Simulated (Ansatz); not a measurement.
Input file:

```yaml
crystal:
  periodic: [false, false, false]
  atoms:
    - {symbol: Al, position_ang: [0.000000, 0.000000, 1.678704]}
    - {symbol: Mg, position_ang: [0.000000, 0.000000, -1.925661]}
    - {symbol: H, position_ang: [0.000000, 1.758033, 2.839572]}
    - {symbol: H, position_ang: [0.000000, -1.758033, 2.839572]}
    - {symbol: H, position_ang: [0.000000, 0.000000, -4.181857]}
basis:
  gaussian: {orbitals: def2-mTZVP}
magnetization: {spin_polarized: false}
correlation: {method: ccsdt, electrons: outside_noble_gas}
```

```sh
$ ansatz run in.yaml --threads 1 --pin off --events-out ev --progress --plain --max-ram 2393MiB
```

The program prints:

```
786 factors; integrals over basis functions are off by at most 1.1e-7 eV
mean field evaluation 1: about -12055.6109 eV, gradient 1.0e1 eV
mean field evaluation 2: about -12055.6115 eV, gradient 1.0e1 eV
mean field evaluation 4: about -12056.7364 eV, gradient 1.3e0 eV
mean field evaluation 8: about -12056.7627 eV, gradient 9.4e-4 eV
mean field evaluation 16: about -12039.9000 eV, gradient 1.4e1 eV
mean field -12056.76267690 eV, -443.0778560089 hartree, gradient 5.5e-6 eV, S^2 0.000000; 1 other end points of the search recorded, 0 dependent functions left out; unrestricted orbitals would lower it
mean field evaluation 32: about -12056.7869 eV, gradient 3.5e0 eV
10 core orbitals not correlated: weight in the atoms' cores, before any rotation towards them, 1.000 or more for the frozen orbitals, at most 0.000 for the correlated occupied ones
reference -12056.76267690 eV, -443.0778560089 hartree; 4, 4 occupied and 31, 31 virtual orbitals, 786 factors
second order -2.19445982 eV of doubles, -0.00000000 eV of singles
cycle   1  -2.79784114 eV  change   -6.0e-1 eV  update   1.1e-1
cycle   2  -3.36719485 eV  change   -5.7e-1 eV  update   6.3e-2
cycle   3  -3.44276085 eV  change   -7.6e-2 eV  update   2.6e-2
cycle   4  -3.46645327 eV  change   -2.4e-2 eV  update   1.6e-2
cycle   5  -3.48386506 eV  change   -1.7e-2 eV  update   8.5e-3
cycle   6  -3.48778044 eV  change   -3.9e-3 eV  update   4.6e-3
cycle   7  -3.48586361 eV  change    1.9e-3 eV  update   1.9e-3
cycle   8  -3.48693954 eV  change   -1.1e-3 eV  update   1.0e-3
cycle   9  -3.48816607 eV  change   -1.2e-3 eV  update   4.6e-4
cycle  10  -3.48786118 eV  change    3.0e-4 eV  update   2.5e-4
cycle  11  -3.48775580 eV  change    1.1e-4 eV  update   1.3e-4
cycle  12  -3.48774318 eV  change    1.3e-5 eV  update   4.7e-5
cycle  13  -3.48773685 eV  change    6.3e-6 eV  update   2.4e-5
cycle  14  -3.48778390 eV  change   -4.7e-5 eV  update   1.3e-5
cycle  15  -3.48779020 eV  change   -6.3e-6 eV  update   4.6e-6
cycle  16  -3.48778840 eV  change    1.8e-6 eV  update   2.6e-6
cycle  17  -3.48778540 eV  change    3.0e-6 eV  update   1.4e-6
cycle  18  -3.48778412 eV  change    1.3e-6 eV  update   6.4e-7
cycle  19  -3.48778424 eV  change   -1.2e-7 eV  update   4.2e-7
Total energy: -12060.25046115 eV, -443.2060297158 hartree
```

Ran on 1 thread of Arm Neoverse V1, shared host: 2.2 s wall, 0.16 GiB peak host memory.
